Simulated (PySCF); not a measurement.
We consider zinc-blende MgTe (metastable phase), described by MP2 in PySCF (GTH pseudopotentials, Gaussian basis).

The same calculation (at the measured cell, 33.076 Å³/atom) with different numerical settings; throughout: k mesh 2×2×2:

```tsv
run	basis	correlation energy (eV/atom)	total energy (eV/atom)
1	DZ	-1.7737	-969.7614
2	TZ	-2.3866	-970.8081
3	QZ	-2.6958	-971.1537
```

In the column total energy (eV/atom) the first row differs from the last by +1.3923 and the next to last by +0.3456.

The last row is no converged limit: other settings stay fixed.
